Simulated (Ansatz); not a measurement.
# C3H4O: the cost of one run

All numbers below are computed with Ansatz 0.2.0 (RKS PBE0-D4/def2-SVP).

### Step 1. The starting structure

Bond lengths: C1–C2 1.433 Å, C2–C3 1.272 Å, C3–O4 1.269 Å, C1–H5 1.146 Å, C1–H6 1.134 Å, C1–H7 1.108 Å, C2–H8 1.042 Å. Angles: C1–C2–C3 123.3°, C1–C2–H8 119.6°, C3–C2–H8 117.1°, C2–C1–H5 111.0°, C2–C1–H6 112.8°, C2–C1–H7 116.0°, H5–C1–H6 104.0°, H5–C1–H7 106.2°, H6–C1–H7 105.8°, C2–C3–O4 177.0°.

Structure file:

```xyz
8

C    -0.4791    0.7448   -0.1743
C    -0.0848   -0.5620    0.2603
C     1.0818   -1.0358    0.0771
O     2.2694   -1.4606   -0.0657
H    -1.3600    0.6871   -0.9051
H    -0.8676    1.3914    0.6721
H     0.3029    1.3455   -0.6785
H    -0.7706   -1.1676    0.7583
```

### Step 2. End point A

input.yaml reads:

```yaml
crystal:
  periodic: [false, false, false]
  atoms:
    - { symbol: C, position_ang: [-0.4791, 0.7448, -0.1743] }
    - { symbol: C, position_ang: [-0.0848, -0.562, 0.2603] }
    - { symbol: C, position_ang: [1.0818, -1.0358, 0.0771] }
    - { symbol: O, position_ang: [2.2694, -1.4606, -0.0657] }
    - { symbol: H, position_ang: [-1.36, 0.6871, -0.9051] }
    - { symbol: H, position_ang: [-0.8676, 1.3914, 0.6721] }
    - { symbol: H, position_ang: [0.3029, 1.3455, -0.6785] }
    - { symbol: H, position_ang: [-0.7706, -1.1676, 0.7583] }
basis:
  gaussian: { orbitals: def2-SVP }
hamiltonian:
  xc: pbe0
  dispersion: d4
relax:
  f_tol: 0.015
  max_steps: 40
```

Launch:

```console
$ ansatz run input.yaml --threads 1 --pin off --max-ram 2048MiB --backend cpu --events-out ev --progress --plain --runs-dir out
```

**Question.** How long does this run take on 1 thread of an Arm CPU, shared host, and how much memory does it need?

About 20 s, with a peak of 0.14 GiB.
